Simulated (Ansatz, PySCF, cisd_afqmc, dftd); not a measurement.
Reaction: HF (fluorane, SMILES F) → F (doublet) + H (doublet) (the F-H bond breaks)
Each species at its own B3LYP-D3(BJ)/def2-TZVP minimum (Ansatz, a program for electronic structure).

Wanted: bond dissociation energy (enthalpy at 298 K, ideal-gas terms from PySCF's Hessians at B3LYP-D3(BJ)/def2-TZVP), in kcal/mol. UHF or UKS for unpaired electrons; spin-orbit terms are left out. Cores are frozen in correlated methods. Rows without X2C or -DK are non-relativistic. AFQMC/CISD: phaseless, guided by CISD from CCSD amplitudes; bars are statistical, one sigma. Outlying blocks are dropped, and bars are widened where a walk drifts. Over all cases where full CI ran beside it in this data, AFQMC minus full CI had a median of +0.1 mEh and passed +0.4 mEh in a tenth of the cases. CBS(X,Y): correlation extrapolated as X^-3, Hartree-Fock from the larger set (Q,5: extrapolated as (X+1)exp(-9√X)). A bracket is a step between two methods taken in the basis named. Functionals run without relativity, which enters their misses. Double hybrids freeze cores in their MP2 part. 'core' is core correlation in cc-pwCVTZ, 'X2C' scalar relativity in cc-pVTZ-DK, both at CCSD(T). Full CI freezes restricted core orbitals, also for open shells; the composite that ends in it estimates full CI at the basis-set limit. Where a partner has so few electrons that a lower coupled-cluster level is exact, that level stands in.

From measured enthalpies of formation at 298 K: 136.3 kcal/mol (Active Thermochemical Tables 1.112 (ions: stationary electron), as tabulated in the package chemicals). The calculations leave out spin-orbit terms.

| level | program | bond dissociation energy (kcal/mol) | error against that value |
|---|---|---|---|
| HF/cc-pV5Z | Ansatz | 91.7 | -44.6 |
| B2GP-PLYP-D4/def2-TZVPD | Ansatz + dftd4 | 132.3 | -4.0 |
| MP2/cc-pVTZ | Ansatz | 136.0 | -0.3 |
| CCSD(T)/cc-pVQZ | Ansatz | 134.9 | -1.4 |
| CCSDT(Q)/cc-pVQZ | Ansatz | 134.9 | -1.4 |
| AFQMC/CISD/cc-pVTZ | cisd_afqmc | 132.1 ± 0.2 | -4.2 |
| CCSD(T)/CBS(cc-pVQZ,cc-pV5Z) + [CCSDT(Q) - CCSD(T)]/cc-pV5Z + [FCI - CCSDT(Q)]/cc-pVDZ + core + X2C | Ansatz | 136.7 | 0.4 |
